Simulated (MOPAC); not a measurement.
Job for MOPAC: PM3 on HCl (SMILES Cl).

```
PM3 1SCF PRECISE CHARGE=0 THREADS=1
ClH

Cl    -1.92526600 1     0.00557100 1    -0.00009700 1
H     -0.65842700 1    -0.19370300 1     0.00247600 1
```

The log:

```
*******************************************************************************
 **                                                                           **
 **                              MOPAC v23.2.5                                **
 **                                                                           **
 *******************************************************************************
 ** MOPAC's Digital Object Identifier: https://doi.org/10.5281/zenodo.6511958 **
 **                                                                           **
 ** Please cite the open-source release paper for use of this MOPAC version:  **
 ** J. E. Moussa and J. J. P. Stewart (2026)                                  **
 ** MOPAC: An open-source semiempirical molecular orbital program             **
 ** J. Open Source Softw., 11(119), 8025, https://doi.org/10.21105/joss.08025 **
 *******************************************************************************

                              PM3 CALCULATION RESULTS

 *******************************************************************************
 *  PM3        - The PM3 Hamiltonian to be used
 *
 *
 *
 *                 CHARGE ON SYSTEM = 0
 *
 *
 *
 *  PRECISE    - TIGHTER CRITERIA TO BE USED
 *  1SCF       - DO 1 SCF AND THEN STOP
 *  THREADS=1  - MULTI-THREADING NOT USED
 *  T=         - A TIME OF 172800.0 SECONDS REQUESTED
 *  DUMP=N     - RESTART FILE WRITTEN EVERY 7200.0 SECONDS REQUESTED
 *******************************************************************************
PM3 1SCF PRECISE CHARGE=0 THREADS=1
 ClH

   ATOM   CHEMICAL          X               Y               Z
  NUMBER   SYMBOL      (ANGSTROMS)     (ANGSTROMS)     (ANGSTROMS)

     1      Cl         -1.92526600  *   0.00557100  *  -0.00009700  *
     2       H         -0.65842700  *  -0.19370300  *   0.00247600  *



          CARTESIAN COORDINATES

    NO.       ATOM           X           Y           Z

     1        Cl         -1.9253      0.0056     -0.0001
     2         H         -0.6584     -0.1937      0.0025

  H: (PM3): J. J. P. STEWART, J. COMP. CHEM. 10, 209 (1989).
 Cl: (PM3): J. J. P. STEWART, J. COMP. CHEM. 10, 209 (1989).

           Empirical Formula: H Cl  =     2 atoms



      MOLECULAR POINT GROUP   :   C*v


      RHF CALCULATION, NO. OF DOUBLY OCCUPIED LEVELS = 4


 -------------------------------------------------------------------------------
 PM3 1SCF PRECISE CHARGE=0 THREADS=1
 ClH



     1SCF WAS SPECIFIED, SO BFGS WAS NOT USED
     SCF FIELD WAS ACHIEVED


                              PM3 CALCULATION
                                                       MOPAC v23.2.5 Linux




          FINAL HEAT OF FORMATION =        -20.40332 KCAL/MOL =     -85.36750 KJ/MOL


          COSMO AREA              =         54.55 SQUARE ANGSTROMS
          COSMO VOLUME            =         37.79 CUBIC ANGSTROMS

          IONIZATION POTENTIAL    =         11.056343 EV
          HOMO LUMO ENERGIES (EV) =        -11.056  1.472
          NO. OF FILLED LEVELS    =          4
          MOLECULAR WEIGHT        =         36.4609         POINT GROUP:  C*v

          MOLECULAR DIMENSIONS (Angstroms)

            Atom       Atom       Distance
            H     2   Cl     1     1.28242
            H     2   Cl     1     0.00000
           Cl     1    H     2     0.00000


          SCF CALCULATIONS        =          1





   ATOM   CHEMICAL          X               Y               Z
  NUMBER   SYMBOL      (ANGSTROMS)     (ANGSTROMS)     (ANGSTROMS)

     1      Cl         -1.92526600  *   0.00557100  *  -0.00009700  *
     2       H         -0.65842700  *  -0.19370300  *   0.00247600  *

                             CARTESIAN COORDINATES

   1   Cl       -1.925266000     0.005571000    -0.000097000
   2    H       -0.658427000    -0.193703000     0.002476000


           Empirical Formula: H Cl  =     2 atoms



      MOLECULAR POINT GROUP   :   C*v


                  EIGENVALUES
 -55.48754 -14.89468 -11.05634 -11.05634   1.47156


              NET ATOMIC CHARGES AND DIPOLE CONTRIBUTIONS

  ATOM NO.   TYPE          CHARGE      No. of ELECS.   s-Pop       p-Pop
    1         Cl          -0.097952        7.0980     1.96805     5.12990
    2          H           0.097952        0.9020     0.90205
 DIPOLE           X         Y         Z       TOTAL
 POINT-CHG.     0.596    -0.094     0.001     0.603
 HYBRID         0.768    -0.121     0.002     0.778
 SUM            1.364    -0.215     0.003     1.381


          ATOMIC ORBITAL ELECTRON POPULATIONS

     Atom    s        px        py        pz
    1 Cl   1.96805   1.15092   1.97899   2.00000
    2  H   0.90205

 **********************
 *                    *
 * JOB ENDED NORMALLY *
 *                    *
 **********************




 == MOPAC DONE ==
```

The run finished.

Cost: around 0.03 core-seconds (rough).
